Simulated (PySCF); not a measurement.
# CH₅FS, a complex of two parts: interaction energy

One table from this session's results is given with a row withheld; the runs are named, their logs left out.

Programs: PySCF 2.14.0. All values are calculated, for the isolated system unless a continuum is named. Atoms count from 0, parts from 1.

## Starting point

8 atoms, charge 0, multiplicity 1; geometry: GFN2-xTB. Parts: 1 = atoms 0–4, `CF`, charge 0; 2 = atoms 5–7, `S`, charge 0.

Set-up of the first run:

What the job is given:

```
{"job": {"xc": "PBE0", "basis": "def2-SVPD", "d3": "d3bj", "grid": 2, "kind": "geom", "shake": 0.01}, "charge": 0, "multiplicity": 1, "parts": [{"atoms": "0-4", "charge": 0, "multiplicity": 1}, {"atoms": "5-7", "charge": 0, "multiplicity": 1}]}
C     -0.099052    -0.112694     0.001740
F      1.219177    -0.098694     0.248550
H     -0.660930    -0.186977     0.941144
H     -0.330502     0.862653    -0.487098
H     -0.344597    -0.935201    -0.669297
S      1.598876     3.253249    -0.680374
H      2.467736     3.072200    -1.676010
H      2.044619     2.167052    -0.054842
```

On the command line:

```bash
$ OMP_NUM_THREADS=1 python cluster_run.py task.json out
```

This one command runs all jobs of the session in turn.

Among the steps run: Optimising the geometry at PBE0-D3(BJ)/def2-SVPD; Coupled-cluster interaction energy: CCSD(T) and MP2.

One table of the session follows, with a row left open; its other results are not shown here.

It belongs to the step «Coupled-cluster interaction energy: CCSD(T) and MP2». 

| method | interaction energy (kcal/mol) |
| --- | --- |
| HF/aug-cc-pVDZ | -0.41 |
| MP2/aug-cc-pVDZ | -1.92 |
| CCSD/aug-cc-pVDZ | -1.56 |
| CCSD(T)/aug-cc-pVDZ | ? |
| HF/aug-cc-pVTZ | -0.28 |
| MP2/aug-cc-pVTZ | -2.18 |
| SCS-MP2/aug-cc-pVTZ | -1.64 |
| MP2, extrapolated | -2.34 |
| CCSD(T), limit estimate | -2.20 |

Q: Estimate the row for CCSD(T)/aug-cc-pVDZ from the others.

**Answer.** interaction energy (kcal/mol): -1.78. In the column «interaction energy (kcal/mol)» it lies between MP2/aug-cc-pVDZ (-1.92) and SCS-MP2/aug-cc-pVTZ (-1.64).
